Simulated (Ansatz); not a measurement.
NO₃, doublet: energies of several shapes or isomers

Calculated in Ansatz's Gaussian-basis code; OMP3 by scripts on PySCF. Settings: cc-pVTZ; 4 core orbitals frozen; no relativity. Single-reference values can break down or jump between states where bonds are stretched.

Case A:

```xyz
4

N     0.0006   -0.0169   -0.0248
O     1.2465   -0.0185    0.0227
O    -0.6481    1.0773    0.0101
O    -0.6226   -1.0772   -0.0297
```

Case B:

```xyz
4

N     0.0000    0.0000    0.0000
O     1.2400    0.0000    0.0000
O    -0.6200    1.0739    0.0000
O    -0.6200   -1.0739    0.0000
```

Case C:

| atom | x (Å) | y (Å) | z (Å) |
| --- | --- | --- | --- |
| N | 0.0002 | -0.0099 | 0.0016 |
| O | 1.2387 | 0.0080 | 0.0058 |
| O | -0.6222 | 1.0654 | 0.0049 |
| O | -0.6293 | -1.0703 | -0.0002 |

Energy less that of case A, in eV:

```tsv
case	RCCSD	UOMP3
B	-0.071	-0.061
C	-0.077	-0.080
```

(1) What does UCCSD(T) give for these differences?

Answers

(1) B: -0.041 eV (-0.9 kcal/mol); C: -0.041 eV (-0.9 kcal/mol).
